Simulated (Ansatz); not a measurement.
**A basis-limit estimate, worked out**

An elementary step of CH10Si2, singlet (CH₆Si ([CH3][SiH3]) + SiH₄ → CH₈Si₂ ([CH3][SiH2][SiH3]) + H₂; bonds formed: Si1–Si7, H2–H6; bonds broken: Si1–H2, H6–Si7). “Start” is the structure reached by relaxing down from the saddle towards the reactants; PBE0-D4/def2-TZVP structures. The saddle:

```
13
angstrom
Si -0.5620 -0.0633 0.4137
H 0.1892 -1.6166 0.4497
H -1.8787 -0.7392 0.3229
H -0.8175 1.3533 -0.1048
C 0.2610 0.3168 2.0445
H 0.2923 -1.0635 -0.5397
Si 0.2430 0.0095 -2.0791
H 0.2338 -0.5311 2.7304
H 1.3071 0.5877 1.8723
H -0.2324 1.1842 2.4953
H 1.1926 1.1508 -2.0045
H 0.8277 -1.0477 -2.9595
H -1.0561 0.4591 -2.6411
```

Ansatz 0.2.0; basis: def2-TZVPP and def2-QZVPP; cores frozen in the correlated methods.

Energies in eV:

| quantity | saddle | start |
| --- | --- | --- |
| Hartree–Fock, triple zeta (X = 3) | -16909.86393 | -16914.00795 |
| Hartree–Fock, quadruple zeta (X = 4) | -16910.43398 | -16914.57200 |
| MP2 correlation, X = 3 | -13.47313 | -12.64352 |
| MP2 correlation, X = 4 | -14.34118 | -13.47339 |
| CCSD(T) correlation, X = 3 | -15.77959 | -14.93912 |

Work out the barrier at the basis limit: extrapolate Hartree–Fock as E(X) = E∞ + A exp(−7.88 √X) and the MP2 correlation as E(X) = E∞ + B X^−2.97 (the exponents that Neese and Valeev fitted for def2-TZVPP and QZVPP), then add CCSD(T) − MP2 in triple zeta.

Each step is linear, so take the differences first (saddle − start): Hartree–Fock 4.14402 (X = 3) and 4.13802 (X = 4); MP2 correlation -0.82961 and -0.86779; CCSD(T) correlation -0.84047.
Two points give E∞ = E(4) + w [E(4) − E(3)], with w = 1/(exp(7.88 (2 − √3)) − 1) = 0.1377 for Hartree–Fock and w = 1/((4/3)^2.97 − 1) = 0.7407 for the correlation.
Hartree–Fock: 4.13802 + 0.1377 × (-0.00600) = 4.1372 eV.
MP2 correlation: -0.86779 + 0.7407 × (-0.03818) = -0.8961 eV.
CCSD(T) − MP2: -0.84047 − (-0.82961) = -0.0109 eV.
Sum: 4.1372 + (-0.8961) + (-0.0109) = 3.2302 eV, or 74.49 kcal/mol. Plain CCSD(T) in triple zeta gives 3.3036 eV, so the larger basis shifts the result by -0.0734 eV.

T1 diagnostic: at most 0.013.

Labels in which every atom is bracketed show which atoms are joined, not bond orders.

For scale, one of the runs: CCSD(T)/def2-TZVPP, 255 basis functions, launched by `ansatz run in.yaml --threads 4 --pin off --events-out ev --progress --plain --max-ram 9574MiB`. The run took 110 s on 4 CPU threads of an Intel Xeon (shared host), with 5.3 GiB of host memory at its peak.
